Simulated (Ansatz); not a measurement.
fcc Al, treated with LDA (Ansatz, an electronic-structure program, PAW).

Settings: plane-wave cutoff 500 eV, 30×30×30 k mesh, Fermi–Dirac smearing 0.1 eV, scalar-relativistic PAW data made under PBE.

Computed at the level's own relaxed cell.

Predict the volume per atom and equilibrium lattice constant a.


volume per atom: 15.81 Å³/atom
equilibrium lattice constant a: 3.984 Å

Measured, for comparison: equilibrium volume per atom 16.22 Å³/atom, lattice constant a 4.018 Å (static lattice: zero-point anharmonic expansion removed; as tabulated in Mejia-Rodriguez and Trickey (2018), arXiv:1807.09216). Computed (rounded) less measured: equilibrium volume per atom -2.5 %, lattice constant a -0.8 %.
